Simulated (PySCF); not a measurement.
Which level of theory gave which numbers?

Species: 2-methylpropanoate, C₄H₇O₂ (charge -1).
SMILES: `CC(C)C(=O)[O-]`

The closed-shell ground state was solved 4 times with PySCF (density fitting, gas phase), always in the pcSseg-1 basis (137 functions), with these functionals: BLYP, BP86, HF and PBE0. Isolated species at its PBE0-D3(BJ)/def2-SVP geometry (one conformer only). The geometry's basis has no diffuse functions, a weakness for an anion. Where the HOMO energy is positive, the finite basis confines the outermost electrons. No diffuse functions stand in pcSseg-1, which bears on an anion's orbital energies.

| row | total energy (Eh) | HOMO (eV) | LUMO (eV) |
| --- | --- | --- | --- |
| P | -306.7689 | -1.05 | 5.38 |
| Q | -307.1287 | 0.51 | 4.63 |
| R | -307.0180 | 0.79 | 4.61 |
| S | -305.2611 | -4.98 | 8.11 |

**Question.** Which functional belongs to which row?

**Answer.** P = PBE0, Q = BP86, R = BLYP, S = HF. By rising HOMO–LUMO gap: BLYP (GGA) 3.82 eV; BP86 (GGA) 4.12 eV; PBE0 (global hybrid, 25 % exact exchange) 6.43 eV; HF (all exact exchange) 13.09 eV. Total energies of different functionals aren't bounds to one another; each is stationary for its own functional.

Shape of the structure used: `[CH3:1][CH:2]([CH3:3])[C:4](=[O:5])[O-:6]`: C1–C2–C4–O5 -23°.
